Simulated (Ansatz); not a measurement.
Abridged output of a molecular run in Ansatz:

```
Functional definition: HF
1256 factors; integrals over basis functions are off by at most 1.3e-3 eV
mean field evaluation 1: about -9649.5419 eV, gradient 3.5e1 eV
mean field evaluation 2: about -9649.6921 eV, gradient 3.5e1 eV
mean field evaluation 4: about -9652.7737 eV, gradient 4.2e0 eV
mean field evaluation 8: about -9652.8207 eV, gradient 1.8e-1 eV
mean field -9652.82079357 eV, -354.7346212467 hartree, gradient 2.7e-6 eV, S^2 0.000000; 0 other end points of the search recorded, 0 dependent functions left out
6 core orbitals not correlated: weight in the atoms' cores, before any rotation towards them, 1.000 or more for the frozen orbitals, at most 0.000 for the correlated occupied ones
reference -9652.82079357 eV, -354.7346212467 hartree; 19, 19 occupied and 99, 99 virtual orbitals, 1256 factors
second order -25.34769840 eV of doubles, -0.00000000 eV of singles
cycle   1  -26.21467718 eV  change   -8.7e-1 eV  update   1.0e-1
cycle   2  -26.78875309 eV  change   -5.7e-1 eV  update   2.8e-2
cycle   3  -26.92700723 eV  change   -1.4e-1 eV  update   1.3e-2
cycle   4  -26.92601218 eV  change    1.0e-3 eV  update   2.5e-3
cycle   5  -26.92593924 eV  change    7.3e-5 eV  update   9.4e-4
cycle   6  -26.92628678 eV  change   -3.5e-4 eV  update   2.3e-4
cycle   7  -26.92621785 eV  change    6.9e-5 eV  update   7.6e-5
cycle   8  -26.92617718 eV  change    4.1e-5 eV  update   2.3e-5
perturbative correction -0.64052830 eV, -0.0235389807 hartree
Total energy: -9680.38749904 eV, -355.7476789875 hartree
```

Its atoms:

```xyz
14

C    -1.147    0.350    1.530
C    -0.065   -0.274    0.688
F    -0.316   -1.645    0.590
C     0.009    0.289   -0.715
C     1.132   -0.296   -1.532
F     2.353    0.070   -0.986
H    -2.120    0.246    1.045
H    -1.193   -0.131    2.508
H    -0.945    1.413    1.679
H     0.909   -0.177    1.178
H    -0.940    0.091   -1.225
H     0.131    1.375   -0.660
H     1.087   -1.388   -1.541
H     1.106    0.075   -2.560
```

(1) Which basis set was used?
A. def2-SVP
B. cc-pV(T+d)Z
C. def2-SVPD
D. def2-TZVPPD

(2) Write the keys of the input that set method, charge and spin (a neutral closed shell needs none for the last two).

## Answers

(1) A. It gives 124 functions.

(2) 
```yaml
correlation: {method: ccsd_t}
```
